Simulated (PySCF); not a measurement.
`NC1CCC1` (cyclobutylamine). The calculation used PBE0-D3(BJ)/def2-SVP geometry optimisation, gas phase in PySCF 2.14.0.

```
atom  x, y, z in Å
N1     1.8581    0.3233   -0.5937
C2     0.6336    0.3729    0.1524
C3    -0.6455    0.7768   -0.6019
C4    -1.4386   -0.1688    0.3194
C5    -0.1197   -0.8949    0.6397
H6     1.7976   -0.3748   -1.3332
H7     2.6404    0.0563    0.0000
H8     0.7798    1.0547    1.0081
H9    -0.9143    1.8432   -0.6388
H10   -0.6127    0.3914   -1.6348
H11   -2.2548   -0.7558   -0.1264
H12   -1.8352    0.3599    1.1999
H13    0.0542   -1.2530    1.6668
H14    0.0570   -1.7312   -0.0576
```

Question: What is the longest distance between nuclei?

Answer: H7···H11, 4.96 Å; the next longest distance is 4.64 Å.

Question: Work out the bond lengths N1–H6, C3–C4, C4–C5, C5–H14 in pm.

Answer: For N1–H6 the difference vector is (-0.0605, -0.6981, -0.7395) Å, of length 1.0188 Å. N1–H6 101.9; C3–C4 154.0; C4–C5 153.9; C5–H14 110.3 pm.

Question: Where is the centre of mass (commonest isotopes), and what is the radius of gyration?

Answer: Mass 71.073 u; centre at (0.097, 0.072, -0.030) Å; Rg = √(Σ m r²/M) = 1.496 Å. As Ia + Ib + Ic = 2 Σ m r², the three principal moments sum to 318.1 u·Å².

Question: Give the dihedral angles H9–C3–C4–H11, H10–C3–C4–H11, H8–C2–C5–H13, H8–C2–C3–C4, C3–C4–C5–H13, H10–C3–C4–C5.

Answer: H9–C3–C4–H11 97° (anticlinal); H10–C3–C4–H11 -30°; H8–C2–C5–H13 -32° (synclinal); H8–C2–C3–C4 -90°; C3–C4–C5–H13 142° (anticlinal); H10–C3–C4–C5 91° (anticlinal). Dihedral signs follow IUPAC: positive where, seen along the central bond, the front bond turns clockwise onto the rear one.

Question: How far apart are these pairs, which share no bond: N1···H10, C3···H12, H6···H10, H8···H13, H9···H12, H10···H13, H13···H14?

Answer: N1···H10 2.682 Å (3 bonds apart); C3···H12 2.199 Å (2 bonds apart); H6···H10 2.547 Å (4 bonds apart); H8···H13 2.507 Å (3 bonds apart); H9···H12 2.536 Å (3 bonds apart); H10···H13 3.748 Å (4 bonds apart); H13···H14 1.789 Å (2 bonds apart).

Question: What are the angles N1–C2–C3, N1–C2–C5, C3–C2–H8, C3–C4–C5, C3–C4–H11, C5–C4–H11, C4–C5–H13?

Answer: From the scalar product of the two bond vectors; for N1–C2–C3 it is -1.0235 Å² over 1.4348 × 1.5389 Å², cos θ = -0.4636. N1–C2–C3 117.6°; N1–C2–C5 123.3°; C3–C2–H8 109.1°; C3–C4–C5 88.4°; C3–C4–H11 117.9°; C5–C4–H11 117.9°; C4–C5–H13 118.9°.

Question: How far are the heavy atoms from their best plane (unweighted least squares)?

Answer: 0.185 Å rms; N1 0.16, C2 0.36, C3 0.09, C4 0.01, C5 0.10 Å (magnitudes).

Question: What is the repulsion energy of the bare nuclei, Σ ZA·ZB/RAB?

Answer: 185.73 Eh over 91 pairs, with full nuclear charges and distances in bohr; the largest single term is 15.49 Eh (N1 with C2).

Question: Write the matrix of distances between heavy atoms (Å, lower triangle).

Answer: 
```
N1    0.000
C2    1.435  0.000
C3    2.544  1.539  0.000
C4    3.456  2.148  1.540  0.000
C5    2.630  1.553  2.148  1.539  0.000
```

No frequency check. One conformer, not necessarily the lowest.
